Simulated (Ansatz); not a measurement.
Basis sets compared for SiH2MeCl (CH5ClSi). Charge 0, multiplicity 1. Geometry r2SCAN-D4/def2-TZVP. Ansatz on 4 threads of Arm Neoverse V2 on a shared host; times are rough, and most runs start from earlier orbitals.

```xyz
8

Si   -0.822    0.222    0.060
H    -1.732   -0.917    0.330
H    -1.324    0.985   -1.109
C     0.925   -0.351   -0.201
H     0.975   -1.026   -1.060
H     1.295   -0.885    0.676
H     1.589    0.495   -0.393
Cl   -0.906    1.478    1.696
```

B3LYP takes the VWN-RPA correlation.

Binding counts from free atoms (Si triplet, H doublet, C triplet, Cl doublet) in the same basis, without a counterpoise term.

| level | functions | energy (Eh) | HOMO (eV) | LUMO (eV) | binding per atom (eV) | wall time |
| --- | --- | --- | --- | --- | --- | --- |
| HF/STO-3G | 28 | -780.5711 | -9.94 | 9.67 | 3.51 | 0.1 s |
| HF/6-31G | 45 | -789.1404 | -11.93 | 3.42 | 2.38 | 0.15 s |
| PBE-D4/def2-SVP | 75 | -790.1904 | -7.18 | -0.05 | 3.49 | 0.45 s |
| B3LYP-D4/6-31G | 45 | -790.7999 | -8.37 | 0.13 | 3.25 | 0.45 s |
| PBE0-D4/def2-SVP | 75 | -790.2732 | -8.61 | 0.86 | 3.47 | 0.65 s |

Question: Estimate the rows for PBE-D4/def2-TZVP, B3LYP-D4/def2-TZVP, PBE0-D4/def2-TZVP.

Answer: 
```tsv
level	functions	energy (Eh)	HOMO (eV)	LUMO (eV)	binding per atom (eV)	wall time
PBE-D4/def2-TZVP	135	-790.5030	-7.39	-0.44	3.50	0.85 s
B3LYP-D4/def2-TZVP	135	-790.9535	-8.50	0.24	3.48	1 s
PBE0-D4/def2-TZVP	135	-790.5809	-8.75	0.46	3.48	1.1 s
```
